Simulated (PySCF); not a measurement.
# Frontier orbitals and the lowest excitations

C3H7Cl.
Z-matrix (Å and degrees, PBE0-D3(BJ)/def2-TZVP geometry), rows numbered from 1:
```
C 
C   1  1.5205
C   2  1.5106  1  111.19
Cl  3  1.7847  2  111.83  1   179.99
H   1  1.0933  2  111.35  3   -59.53
H   1  1.0914  2  110.89  3  -179.38
H   1  1.0932  2  111.37  3    60.71
H   2  1.0934  1  110.36  3   121.12
H   2  1.0933  1  110.37  3  -121.14
H   3  1.0905  2  111.49  1    60.73
H   3  1.0906  2  111.50  1   -60.80
```

Method used: TDDFT CAM-B3LYP/aug-cc-pVTZ, vertical, gas phase, core orbitals frozen in the response (PySCF 2.14.0, density-fitted response routines). One conformer (not necessarily the lowest) at the PBE0-D3(BJ)/def2-TZVP geometry, without solvent, vibrations or thermal averaging.

Frontier orbitals with the atoms that hold most of them (Löwdin shares over 4%, at most four atoms; ? is withheld):

```
orbital  ε (eV)                             atoms
 LUMO+2    0.66    C1 17%, H7 12%, H5 11%, C3 11%
 LUMO+1    0.60  H6 20%, C1 15%, H11 14%, H10 14%
   LUMO    0.19                                 ?
   HOMO   -9.76                   Cl4 71%, C3 19%
 HOMO-1   -9.76            Cl4 70%, C3 18%, C2 5%
 HOMO-2  -11.27    C2 31%, C1 21%, H8 10%, H9 10%
 HOMO-3  -11.64   C2 26%, C1 21%, Cl4 12%, C3 12%
```

Task: Give the leading atoms of the LUMO.

Result: H6 (bonded to C) 19%; H7 (bonded to C) 19%; H5 (bonded to C) 19%; H10 (bonded to C) 10%.

Within 0.005 eV of a neighbour in this list lie HOMO-1/HOMO (point group found: Cs); within a degenerate set the shares of single atoms can hang on how the components are chosen.

Task: How does S1 compare with the orbital gap of 9.95 eV?

Result: S1 is at 7.28 eV (f = 0.0003), 2.67 eV below the gap, made of HOMO→LUMO+6 (27%), HOMO→LUMO (23%), HOMO→LUMO+9 (11%). Without the coupling terms of the response equations the lowest excitation would equal the gap.

Next come S2 at 7.31 eV (f 0.0006), HOMO-1→LUMO (26%), HOMO-1→LUMO+6 (25%), HOMO→LUMO (10%); S3 at 7.58 eV (f 0.024), HOMO→LUMO+3 (32%), HOMO→LUMO (16%), HOMO-1→LUMO+3 (13%); S4 at 7.64 eV (f 0.033), HOMO-1→LUMO+3 (33%), HOMO-1→LUMO (14%), HOMO-1→LUMO+6 (14%); S5 at 8.24 eV (f 0.013), HOMO-1→LUMO+2 (38%), HOMO→LUMO+2 (20%), HOMO→LUMO+1 (13%).
